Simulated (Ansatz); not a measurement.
Elements on the sites of an ideal hcp lattice, at a guessed lattice constant:

```
Li Si Sc Ti Ga
1.0
     3.01165   -5.21634    0.00000
     3.01165    5.21634    0.00000
     0.00000    0.00000    9.63729
Li Si Sc Ti Ga
2 2 2 5 5
Direct
  0.83333 0.66667 0.62500
  0.66667 0.83333 0.87500
  0.33333 0.16667 0.12500
  0.66667 0.33333 0.37500
  0.16667 0.33333 0.87500
  0.16667 0.83333 0.87500
  0.33333 0.16667 0.62500
  0.83333 0.16667 0.62500
  0.33333 0.66667 0.62500
  0.66667 0.33333 0.87500
  0.16667 0.33333 0.37500
  0.83333 0.16667 0.12500
  0.33333 0.66667 0.12500
  0.83333 0.66667 0.12500
  0.66667 0.83333 0.37500
  0.16667 0.83333 0.37500
```

Cell and atoms were relaxed without symmetry on coarser meshes and computed once more. Computed with DFT PBE, scalar-relativistic, plane waves, PAW (Ansatz 0.2.0).

Cutoff 420 eV; k points 7×7×4 on the computed 16-atom cell (Γ-centred); Gaussian smearing, width 0.10 eV; no spin polarisation.

The relaxation ran on 3×3×2 (shifted) and then 5×4×3 k points with a smearing of 0.1 eV, from sites shaken by 0.02 Å.

Task: What does the relaxation give?

Result: A volume of 17.24 Å³/atom and no gap on the mesh. It lies 0.17 eV/atom below the elements' standard states (static lattices, no corrections for gases). The atoms leave their sites by 0.93 Å (root mean square) and 1.34 Å at most, and the cell stretches by up to 26.2 % at fixed volume, so the lattice hasn't survived.

```yaml
crystal:
  lattice:
    - [2.06496, -4.76257, 0.70055]
    - [4.23216, 5.82515, -0.20882]
    - [0.91604, -0.70135, 8.73054]
  atoms:
    - { symbol: Li, position: [0.69778, 0.70389, 0.68731] }
    - { symbol: Li, position: [0.75527, 0.95639, 0.91402] }
    - { symbol: Si, position: [0.17809, 0.06214, 0.05721] }
    - { symbol: Si, position: [0.79201, 0.33743, 0.36288] }
    - { symbol: Sc, position: [0.24478, 0.45598, 0.96696] }
    - { symbol: Sc, position: [0.21357, 0.84864, 0.79416] }
    - { symbol: Ti, position: [0.39528, 0.29169, 0.63191] }
    - { symbol: Ti, position: [0.80198, 0.09197, 0.57085] }
    - { symbol: Ti, position: [0.12581, 0.53183, 0.55393] }
    - { symbol: Ti, position: [0.70687, 0.32094, 0.85180] }
    - { symbol: Ti, position: [0.29894, 0.31340, 0.29270] }
    - { symbol: Ga, position: [0.66234, 0.12335, 0.14518] }
    - { symbol: Ga, position: [0.33600, 0.70797, 0.23368] }
    - { symbol: Ga, position: [0.81967, 0.63198, 0.07970] }
    - { symbol: Ga, position: [0.72278, 0.67826, 0.40279] }
    - { symbol: Ga, position: [0.24598, 0.94990, 0.46933] }
```

Cost: 2 runs of about 18 core-minutes in all (earlier runs that led there not counted), on Intel Xeon 6975P-C (Granite Rapids) (shared hosts).